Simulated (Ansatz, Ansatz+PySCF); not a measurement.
```xyz
4

N     0.0000    0.0001   -0.6651
N     0.0000   -0.0001    0.6651
H     0.0000    1.0754   -0.9873
H     0.0000   -1.0754    0.9873
```

RHF-MP2 on singlet N2H2 was run in several spherical basis sets with Ansatz (development build ahead of 0.2.0). Frozen core: 2 orbitals. Caution for RHF-MP2: an unrestricted determinant lies well below; in another basis set an unrestricted determinant lies well below.

Rank the basis sets by the total energy that they give, lowest first, with the distance from the lowest.
A. cc-pVTZ
B. def2-TZVP
C. cc-pVDZ
D. def2-SVP
E. 6-31G(d)

A (0.00 eV), B (0.08 eV), C (2.88 eV), E (3.65 eV), D (5.63 eV).

Totals follow the description of the cores as much as that of the bonds, so this order isn't one of quality for chemistry.
